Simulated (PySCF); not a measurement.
Calculation: PySCF with M06-2X/def2-TZVP // B3LYP-D3(BJ)/def2-TZVP. All species are isolated molecules in the gas phase. 

Reference species (SMILES): `O=[CH]` (neutral, multiplicity 2).

```json
{
 "dipole_moment": "1.72 D"
}
```

Changed species: `C[C](C)C` (radical fragment; the reference has radical fragment).

### Question
Give the shifts of the dipole moment.

### Answer
the dipole moment decreases by 1.47 D, to 0.25 D.
